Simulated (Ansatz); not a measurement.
HO, SMILES [OH-], charge -1.

The structure is a stationary point at PBE0-D3(BJ)/def2-TZVPD.

Two levels are set side by side: PBE/def2-TZVPD (Ansatz, a quantum-chemistry and plane-wave program) and CAM-B3LYP/def2-TZVPD (Ansatz). Energy differences of separate SCF runs at the same geometry; the states with an electron removed or added have multiplicity 2. Differences are taken from unrounded values.

```
quantity                           CAM-B3LYP   PBE  PBE minus CAM-B3LYP
---------------------------------  ---------  ----  -------------------
vertical ionisation energy (eV)         1.82  1.98                 0.15
vertical singlet–triplet gap (eV)       3.43  3.51                 0.09
```
